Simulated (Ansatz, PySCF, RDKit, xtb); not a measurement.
**Which structure has the formula CH6NSi?**

Given the formula CH6NSi (odd number of electrons) and nothing else, which arrangement of the atoms is the most stable in the gas at 298.15 K, and what are its properties?

The funnel: GFN2-xTB relaxations, single points with a density functional, relaxations at BLYP-D3(BJ)/def2-SVP, harmonic vibrations, and a last energy at a higher level. All values are calculated.

6 further runs of the same task are left out: 6 set aside as unsound or not needed.

## Step 1: Possible bonding patterns

All bonding patterns within simple valence rules are listed by program: one Lewis structure each, at most two rings and one unusual centre or charged pair. O–O, O–halogen and N–halogen bonds and N–N–N chains are not drawn. That gives 12 candidates.

| label | SMILES | spin |
| --- | --- | --- |
| c199 | C[SiH]N | doublet |
| c212 | C[SiH2][NH] | doublet |
| c234 | [CH2][SiH-][NH3+] | doublet |
| c409 | [CH2][NH2+][SiH2-] | doublet |
| c504 | [CH2]N[SiH3] | doublet |
| c521 | N[CH][SiH3] | doublet |
| c527 | NC[SiH2] | doublet |
| c680 | C[N][SiH3] | doublet |
| c800 | CN[SiH2] | doublet |
| c815 | [NH3+][CH-][SiH2] | doublet |
| c925 | [CH2][SiH2]N | doublet |
| c977 | [NH]C[SiH3] | doublet |

Candidates are built by distance geometry, with a force field where one applies, in up to four conformers (letters a to d). 6 starts with atoms placed at random are added, to find patterns that the rules miss.

**Question.** With final energies at CCSD(T)/def2-SVP + MP2/def2-TZVPP - MP2/def2-SVP, which structure will this search put lowest in free energy, and by what margin?

| quantity | value |
| --- | --- |
| lowest structure found | C[SiH]N, doublet, C1 |
| next finalist | [CH2][SiH2]N, doublet, 9.3 kcal/mol higher in G |
| share at equilibrium, among the finalists | 100.0 % |
| harmonic wavenumbers, lowest and highest (BLYP-D3(BJ)/def2-SVP) | 138 and 3515 cm⁻¹ |
| rotational constants, same geometry | 0.6483, 0.2118, 0.1712 cm⁻¹ |
| dipole moment (PBE0/def2-TZVPD) | 1.09 D |
| HOMO energy (highest over α and β) (PBE0/def2-TZVPD) | -5.24 eV |
| LUMO energy (lowest over α and β) (PBE0/def2-TZVPD) | -1.68 eV |
| lowest excitation (TD-CAM-B3LYP/def2-SVPD) | 4.26 eV (f = 0.019) |
| strongest of the states computed, same level | 4.93 eV (f = 0.091) |
| vertical ionisation energy (to the singlet cation) | 7.41 eV |
| vertical electron affinity | 0.07 eV |
| vertical quartet less doublet | +6.14 eV |

The search ends on `C[SiH]N`. The margin of 9.3 kcal/mol over the next finalist is beyond the usual error of the last level; it says nothing of structures that weren't ranked. HF/STO-3G, r2SCAN-D4/def2-SVP, BLYP-D3(BJ)/def2-SVP, HF/def2-SVP and MP2/def2-SVP already put its bonding pattern lowest among the structures in one piece; GFN2-xTB favours the doublet CN[SiH2]. The stability test raises a flag; for an open shell a flag towards a general spinor solution can be the free rotation of the spin. The search is not exhaustive (a finite list of starts, one conformer a finalist), so a lower isomer can't be ruled out. Patterns outside the rules of the enumeration were met only by chance.
